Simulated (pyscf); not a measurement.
PySCF, gas phase, ωB97X-D3(BJ)/def2-SVP geometries. MP2 and CC: frozen core, UHF for open shells. ΔMP2 is the change of the MP2 total energy from the triple- to the quadruple-zeta basis.

Q: How much does it cost (ΔH, 298 K, CCSD(T)/def2-TZVPP + ΔMP2(QZVPP)) to split HC≡C–CH₂–Cl at its C–C bond into •C≡CH + •H₂C–Cl?

A: C–C to •C≡CH + •H₂C–Cl: 505.1 kJ/mol. The radicals are drawn with the spin at the cut bond; how far it spreads was not checked. The CCSD(T) − MP2 part came from Ansatz, without density fitting, on the same reference. An open-shell T1 diagnostic exceeds 0.045. A UHF reference is spin-contaminated (<S²> up to 1.15), which harms MP2 most. C₂H has a Π state close over its Σ ground state, and the state reached was not checked.
